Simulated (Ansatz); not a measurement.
in.yaml

```yaml
crystal:
  periodic: [false, false, false]
  atoms:
    - {symbol: Sc, position_ang: [0.000000, 0.000000, 0.000000]}
    - {symbol: Ge, position_ang: [0.000000, 0.000000, 4.693000]}
basis:
  gaussian: {orbitals: def2-SVP}
total_charge: 1
magnetization: {spin_polarized: false, initial_magnetization: 4}
correlation: {method: ccsd_t, electrons: outside_noble_gas}
```

```sh
$ ansatz run in.yaml --threads 1 --pin off --events-out ev --progress --plain --max-ram 2393MiB
```

Problem. Roughly how long does this take on 1 thread of Intel Xeon, shared host, and how much host memory?

Solution. 3 min wall and 0.21 GiB.

```
664 factors; integrals over basis functions are off by at most 1.4e-4 eV
mean field evaluation 1: about -77119.8334 eV, gradient 1.7e1 eV
mean field evaluation 2: about -77119.8393 eV, gradient 1.7e1 eV
mean field evaluation 4: about -77104.3334 eV, gradient 3.5e1 eV
mean field evaluation 8: about -77130.1797 eV, gradient 2.7e-1 eV
mean field evaluation 16: about -77130.4067 eV, gradient 1.5e-1 eV
mean field evaluation 32: about -77130.4421 eV, gradient 2.9e-2 eV
mean field evaluation 64: about -77105.4043 eV, gradient 3.3e1 eV
mean field evaluation 96: about -77130.4450 eV, gradient 5.5e-2 eV
mean field evaluation 128: about -77130.4075 eV, gradient 1.6e-5 eV
mean field evaluation 160: about -77130.2713 eV, gradient 6.5e0 eV
...
mean field -77130.44503773 eV, -2834.4915742431 hartree, gradient 4.9e-6 eV, S^2 6.000000; 65 other end points of the search recorded, 0 dependent functions left out
...
mean field evaluation 5088: about -77130.5610 eV, gradient 1.4e0 eV
mean field evaluation 5120: about -77130.5160 eV, gradient 5.9e-1 eV
mean field evaluation 5152: about -77130.5543 eV, gradient 1.5e0 eV
mean field evaluation 5184: about -77130.5540 eV, gradient 5.3e-1 eV
mean field evaluation 5216: about -77130.5566 eV, gradient 7.1e-3 eV
mean field evaluation 5248: about -77129.3587 eV, gradient 9.8e0 eV
mean field evaluation 5280: about -77130.5073 eV, gradient 7.2e-1 eV
mean field evaluation 5312: about -77130.5542 eV, gradient 2.1e-2 eV
determinant -77130.44503773 eV, -2834.4915742431 hartree, with singles and doubles -77132.16030658 eV, -2834.5546092107 hartree
determinant -77130.44408884 eV, -2834.4915393722 hartree, with singles and doubles -77132.15974796 eV, -2834.5545886817 hartree
determinant -77130.44382472 eV, -2834.4915296660 hartree, with singles and doubles -77132.16018702 eV, -2834.5546048170 hartree
determinant -77130.44377558 eV, -2834.4915278602 hartree, with singles and doubles -77132.16012572 eV, -2834.5546025644 hartree
determinant -77130.42986943 eV, -2834.4910168184 hartree, with singles and doubles -77132.14304301 eV, -2834.5539747864 hartree
determinant -77130.42985702 eV, -2834.4910163622 hartree, with singles and doubles -77132.14302991 eV, -2834.5539743048 hartree
determinant -77130.42536019 eV, -2834.4908511070 hartree, with singles and doubles -77132.13806248 eV, -2834.5537917552 hartree
determinant -77130.42534797 eV, -2834.4908506578 hartree, with singles and doubles -77132.13804874 eV, -2834.5537912503 hartree
determinant -77130.40750058 eV, -2834.4901947784 hartree, with singles and doubles -77132.11995955 eV, -2834.5531264846 hartree
determinant -77130.40731743 eV, -2834.4901880479 hartree, with singles and doubles -77132.11968125 eV, -2834.5531162575 hartree
determinant -77130.40653377 eV, -2834.4901592487 hartree, with singles and doubles -77132.11863805 eV, -2834.5530779207 hartree
determinant -77130.18954485 eV, -2834.4821850532 hartree, with singles and doubles -77131.91705411 eV, -2834.5456698474 hartree
determinant -77130.18041545 eV, -2834.4818495538 hartree, with singles and doubles -77131.90931741 eV, -2834.5453855288 hartree
determinant -77130.17846631 eV, -2834.4817779242 hartree, with singles and doubles -77131.90741236 eV, -2834.5453155195 hartree
determinant -77130.17385003 eV, -2834.4816082790 hartree, with singles and doubles -77131.90227335 eV, -2834.5451266645 hartree
determinant -77130.17011717 eV, -2834.4814710990 hartree, with singles and doubles -77131.89801178 eV, -2834.5449700547 hartree
determinant -77129.56963037 eV, -2834.4594036161 hartree, with singles and doubles -77131.36969945 eV, -2834.5255549346 hartree
determinant -77129.56402941 eV, -2834.4591977846 hartree, with singles and doubles -77131.36335221 eV, -2834.5253216778 hartree
determinant -77129.54633405 eV, -2834.4585474922 hartree, with singles and doubles -77131.34889639 eV, -2834.5247904362 hartree
determinant -77129.34339094 eV, -2834.4510894705 hartree, with singles and doubles -77131.28139525 eV, -2834.5223098152 hartree
determinant -77129.33617247 eV, -2834.4508241963 hartree, with singles and doubles -77131.27222145 eV, -2834.5219726844 hartree
determinant -77129.32307774 eV, -2834.4503429742 hartree, with singles and doubles -77131.26530489 eV, -2834.5217185054 hartree
determinant -77129.27985576 eV, -2834.4487545957 hartree, with singles and doubles -77131.09000143 eV, -2834.5152762219 hartree
determinant -77129.26614205 eV, -2834.4482506261 hartree, with singles and doubles -77131.07293747 eV, -2834.5146491330 hartree
determinant -77129.02842484 eV, -2834.4395146798 hartree, with singles and doubles -77131.02167669 eV, -2834.5127653342 hartree
determinant -77129.01804823 eV, -2834.4391333463 hartree, with singles and doubles -77131.01334185 eV, -2834.5124590344 hartree
determinant -77128.64659022 eV, -2834.4254825161 hartree, with singles and doubles -77130.53157763 eV, -2834.4947545258 hartree
determinant -77128.33479460 eV, -2834.4140242384 hartree, with singles and doubles -77130.19658726 eV, -2834.4824438569 hartree
determinant -77128.29522295 eV, -2834.4125700073 hartree, with singles and doubles -77130.05163913 eV, -2834.4771171114 hartree
determinant -77127.21611191 eV, -2834.3729134080 hartree, with singles and doubles -77128.93820531 eV, -2834.4361991730 hartree
determinant -77127.21212730 eV, -2834.3727669761 hartree, with singles and doubles -77128.93183073 eV, -2834.4359649116 hartree
determinant -77127.15097025 eV, -2834.3705194962 hartree, with singles and doubles -77128.87888522 eV, -2834.4340192000 hartree
determinant -77130.44503773 eV, -2834.4915742431 hartree, with singles and doubles -77132.16083034 eV, -2834.5546284587 hartree
determinant -77130.44408884 eV, -2834.4915393722 hartree, with singles and doubles -77132.16032004 eV, -2834.5546097056 hartree
determinant -77130.44382472 eV, -2834.4915296660 hartree, with singles and doubles -77132.16065011 eV, -2834.5546218353 hartree
determinant -77130.44377558 eV, -2834.4915278602 hartree, with singles and doubles -77132.16059181 eV, -2834.5546196926 hartree
determinant -77130.42986943 eV, -2834.4910168184 hartree, with singles and doubles -77132.14315770 eV, -2834.5539790012 hartree
determinant -77130.42985702 eV, -2834.4910163622 hartree, with singles and doubles -77132.14315151 eV, -2834.5539787736 hartree
determinant -77130.42536019 eV, -2834.4908511070 hartree, with singles and doubles -77132.13816070 eV, -2834.5537953647 hartree
determinant -77130.42534797 eV, -2834.4908506578 hartree, with singles and doubles -77132.13810044 eV, -2834.5537931502 hartree
determinant -77130.40750058 eV, -2834.4901947784 hartree, with singles and doubles -77132.11985900 eV, -2834.5531227895 hartree
determinant -77130.40731743 eV, -2834.4901880479 hartree, with singles and doubles -77132.11979252 eV, -2834.5531203465 hartree
determinant -77130.40653377 eV, -2834.4901592487 hartree, with singles and doubles -77132.11876250 eV, -2834.5530824941 hartree
determinant -77130.18954485 eV, -2834.4821850532 hartree, with singles and doubles -77131.91703776 eV, -2834.5456692464 hartree
determinant -77130.18041545 eV, -2834.4818495538 hartree, with singles and doubles -77131.90940209 eV, -2834.5453886409 hartree
determinant -77130.17846631 eV, -2834.4817779242 hartree, with singles and doubles -77131.90774250 eV, -2834.5453276521 hartree
determinant -77130.17385003 eV, -2834.4816082790 hartree, with singles and doubles -77131.90256834 eV, -2834.5451375052 hartree
determinant -77130.17011717 eV, -2834.4814710990 hartree, with singles and doubles -77131.89797923 eV, -2834.5449688586 hartree
mean field evaluation 5344: about -77130.4438 eV, gradient 5.6e-6 eV
23 core orbitals not correlated: weight in the atoms' cores, before any rotation towards them, 1.000 or more for the frozen orbitals, at most 0.000 for the correlated occupied ones
reference -77130.44382472 eV, -2834.4915296658 hartree; 5, 1 occupied and 35, 39 virtual orbitals, 664 factors
second order -1.20560006 eV of doubles, -0.05162709 eV of singles
cycle   1  -1.71682220 eV  change    3.2e-6 eV  update   7.2e-6
perturbative correction -0.02690412 eV, -0.0009887081 hartree
Total energy: -77132.18755104 eV, -2834.5556104261 hartree
```
